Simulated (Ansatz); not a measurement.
Results of PBEsol in Ansatz (plane waves, PAW) for fcc Pt.

Numerical settings: plane-wave cutoff 520 eV, 20×20×20 k mesh, Fermi–Dirac smearing 0.1 eV, perturbation theory, scalar-relativistic PAW data made under PBE.

The cell has the measured lattice parameters. Conventional cell: a = 3.9236 Å, b = 3.9236 Å, c = 3.9236 Å, α = 90.00°, β = 90.00°, γ = 90.00°.

Harmonic phonon frequencies (cm⁻¹; i marks an imaginary mode):

| q point | frequencies |
|---|---|
| X | 128 128 191 |
| L | 94 94 195 |
| W | ___ |

Task: Complete the blanks.

Result: 
- W, frequencies: 112 155 155

No imaginary mode appears at these points.

Note: the cell isn't this level's own, so it is under some stress, which shifts stiffness and frequencies.

Ansatz is a quantum-chemistry and plane-wave program.
